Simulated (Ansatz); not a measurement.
Results of B3LYP (VWN-RPA form) (Ansatz, an electronic-structure program, PAW) for hcp Ti.

From the output:

```
WARN output.stress: scf.exx.energy_threshold = 1e-6 eV is looser than the 2e-8 eV advised for a stress under a hybrid functional (1e-8 eV for each atom of the …
Crystal: 2 atoms, lattice volume = 34.862 Å³
Basis set: ecut = 460 eV, 773 PW (Γ), exchange–correlation on 48×48×72 points (8 copies of the dense FFT grid, shifted against one another)
Bands: 16, of which v1, the nominal top of the filled ones, is band 12 counted from 1 (11 counted from 0)
Symmetry: 24 space group operations
Space group: P63/mmc (ITA 194), of the structure as read, at distance tolerance 3.3e-5 Å
k-points: 76 of 864
Functional: x = 0.1 slater + 0.9 b88, c = 0.19 vwn_rpa + 0.81 lyp, warm-up for x = 0.08 slater + 0.72 b88 + 0.2 exact, c = 0.19 vwn_rpa + 0.81 lyp
SCF iter   1: F=—  HF=-5009.446629 eV  |F-HF|=—  |Δ(HF+E_count)|=         —  Δρ=1.20e-2  dr2=5.05e-2
SCF iter   2: F=—  HF=-5009.435218 eV  |F-HF|=—  |Δ(HF+E_count)|=   1.14e-2  Δρ=6.72e-3  dr2=1.71e-2
  ...
SCF 1 converged in 9 iterations: F = -5009.434458 eV  dr2 = 3.57e-12
Crystal: 2 atoms, lattice volume = 34.862 Å³
Initial density: handed on by an earlier stage of this run
Functional: x = 0.08 slater + 0.72 b88 + 0.2 exact, c = 0.19 vwn_rpa + 0.81 lyp
SCF 2 converged in 7 iterations: F = -5009.383980 eV  dr2 = 2.96e-12
Crystal: 2 atoms, lattice volume = 34.862 Å³
SCF 3 converged in 7 iterations: F = -5009.423786 eV  dr2 = 1.39e-10
Crystal: 2 atoms, lattice volume = 34.862 Å³
SCF 4 converged in 5 iterations: F = -5009.427764 eV  dr2 = 4.78e-11
Crystal: 2 atoms, lattice volume = 34.862 Å³
Crystal: 2 atoms, lattice volume = 34.862 Å³
Crystal: 2 atoms, lattice volume = 34.862 Å³
SCF iter   3: F=—  HF=-5009.429327 eV  |F-HF|=—  |Δ(HF+E_count)|=   1.30e-8  Δρ=8.08e-7  dr2=3.23e-10
SCF iter   4: F=-5009.429327 eV  HF=-5009.429327 eV  |F-HF|=2.18e-11  |Δ(HF+E_count)|=  2.72e-10  Δρ=2.75e-7  dr2=7.84e-11
SCF 7 converged in 4 iterations: F = -5009.429327 eV  dr2 = 7.84e-11
Free energy (F): -5009.429327 eV
Internal energy: -5009.426720 eV  (E = F + TS)
E sigma→0 (E₀):  -5009.428023 eV
Fermi energy:    13.739033 eV
--- Forces (eV/Å), atoms counted from 1 ---
  atom   1  Ti    -0.00000000    -0.00000000     0.00000000
  atom   2  Ti    -0.00000000     0.00000000     0.00000000
--- Stress (GPa, compression-positive) ---
       -0.013571       0.000000       0.000000
       -0.000000      -0.013571       0.000000
        0.000000       0.000000       0.002723
  P = ⅓ Tr σ = -0.0081 GPa (-0.081 kbar)
```

Question: Write an input file that could have produced this run (the log leaves some choices open).

Answer: Several could match; the one computed here: 
Ansatz 0.2 input:
```yaml
crystal:
  lattice:
    - [1.468335079, -2.5432309593, 0.0]
    - [1.468335079, 2.5432309593, 0.0]
    - [0.0, 0.0, 4.6677494247]
  atoms:
    - { symbol: Ti, position: [0.3333333333, 0.6666666667, 0.25] }
    - { symbol: Ti, position: [0.6666666667, 0.3333333333, 0.75] }
basis:
  ecutwfc: 460
  ecutrho_ratio: 4
  xc_grid: 2
kpoints:
  mp_grid: { grid: [12, 12, 6] }
hamiltonian:
  xc: b3lyp
  dispersion: none
  pseudopotentials: { kind: paw }
scf:
  occupations: { method: fermi_dirac, width: 0.05 }
  convergence: { dr2_threshold: 0.0000000002 }
output:
  forces: true
  stress: true
  eigenvalues: true
```

The PAW data were made under PBE.

Computing time: around 2.7 core-minutes (rough).
